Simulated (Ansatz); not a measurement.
Z-matrix (Å, degrees):
```
C
S 1 1.819
C 1 1.481 2 113.4
H 1 1.089 2 105.7 3 120.2
H 1 1.092 2 109.2 3 -123.6
H 2 1.342 1 96.2 3 63.2
F 3 1.345 1 112.0 2 -66.4
C 3 1.320 1 128.0 2 114.1
H 8 1.082 3 121.0 1 179.7
H 8 1.081 3 119.9 1 -0.6
```

Charge 0, multiplicity 1.

(1) List the ωB97M-V/def2-TZVPP orbital energies in eV (Ansatz). (Best estimate.)

## Answers

(1) The calculation gave: Occupied: -2426.94, -678.02, -284.08, -282.79, -281.47, -220.90, -164.03, -163.94, -163.79, -37.18, -25.88, -24.00, -21.39, -19.32, -16.96, -16.66, -16.11, -15.06, -14.09, -13.49, -13.41, -12.08, -9.87, -9.31. Lowest empty: 1.93, 2.33, 3.20, 3.55, 4.21, 4.46, 5.03, 5.37.
